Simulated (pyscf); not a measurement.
`[Cl][Al]([Cl])[SeH]` + `[ClH]` -> `[SeH2]` + `[Cl][Al]([Cl])[Cl]` (four-centre exchange; singlet surface; Al–Se, Cl–H broken, H–Se, Al–Cl formed). PySCF, gas phase, ωB97X-D3(BJ)/def2-SVP geometries. Energies in kcal/mol from the separated reactants.

```
level                   barrier  reaction energy
----------------------  -------  ---------------
ωB97X-D3(BJ)/def2-TZVP      [?]              [?]
r²SCAN/def2-TZVP           -9.4             -9.1
B3LYP-D3(BJ)/def2-TZVP     -6.9             -8.9
PBE0-D3(BJ)/def2-TZVP      -9.4             -7.7
M06-2X/def2-TZVP           -5.9             -8.8
ωB97M-D3(BJ)/def2-TZVP      [?]             -9.5
```

What belongs in the gaps?


- ωB97X-D3(BJ)/def2-TZVP, barrier: -8.4
- ωB97X-D3(BJ)/def2-TZVP, reaction energy: -7.1
- ωB97M-D3(BJ)/def2-TZVP, barrier: -4.9

On the reactant side the descent ends in an adduct with a Al–Cl contact, 10.5 kcal/mol under the separated species and 2.1 kcal/mol under the saddle at ωB97X-D3(BJ)/def2-TZVP. On the product side the descent ends in an adduct with a Al–Se contact, 22.9 kcal/mol under the separated species and 21.6 kcal/mol under the saddle at ωB97X-D3(BJ)/def2-TZVP. At ωB97X-D3(BJ), r²SCAN, B3LYP-D3(BJ), PBE0-D3(BJ), M06-2X, ωB97M-D3(BJ) the saddle lies under the separated reactants, which points to a path from their complex (located at ωB97X-D3(BJ) alone). At ωB97X-D3(BJ), r²SCAN, PBE0-D3(BJ) the saddle lies under the separated products, which points to a path from their complex (located at ωB97X-D3(BJ) alone). What is counted as formed (Al–Cl) is already present as a longer contact in the reactant adduct; forming that adduct is a step of its own. What is counted as broken (Al–Se) persists as a longer contact in the product adduct; parting that adduct is a step of its own. This is the saddle that the search found; another between the same sides may lie lower. Elements up to Kr have no core potential and no relativistic terms here.
